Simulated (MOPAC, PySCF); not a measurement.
Cl$_{4}$Si, SMILES `Cl[Si](Cl)(Cl)Cl`, neutral singlet in the gas phase. 

Cartesian coordinates (Å):
```xyz
5

Cl     0.0676    -1.1710     1.6772
Si     0.0000     0.0000     0.0000
Cl    -1.4820     1.3970     0.2027
Cl    -0.3847    -1.1705    -1.6343
Cl     1.7990     0.9445    -0.2456
```
Charge 0, multiplicity 1.

All levels are single points at this geometry (B3LYP-D3(BJ)/def2-SVP); Pople sets use spherical d functions. Orbital energies aren't observables, and empty levels follow the basis.

| level | HOMO (eV) | LUMO (eV) | gap (eV) | dipole (D) | vertical IE, Delta-SCF (eV) |
|---|---|---|---|---|---|
| B3LYP-D3(BJ)/def2-TZVP in PySCF | -9.26 | -1.21 | 8.05 | 0.00 | 11.36 |
| PBE-D3(BJ)/def2-TZVP in PySCF | -8.12 | -1.95 | 6.17 | 0.00 | – |
| B3LYP/6-311+G** in PySCF | -9.42 | -1.66 | 7.76 | 0.00 | – |
| B3LYP/6-31G* in PySCF | -9.34 | -1.37 | 7.97 | 0.00 | 11.49 |
| BP86/6-31G* in PySCF | -8.31 | -2.22 | 6.09 | 0.00 | – |
| PBE/6-31G* in PySCF | -8.21 | -2.10 | 6.10 | 0.00 | – |
| SVWN5/6-31G* in PySCF | -8.32 | -2.33 | 5.98 | 0.00 | – |
| AM1 in MOPAC | -12.97 | -1.68 | 11.29 | 0.00 | – |
| PM7 in MOPAC | -12.01 | -2.09 | 9.93 | 0.00 | – |
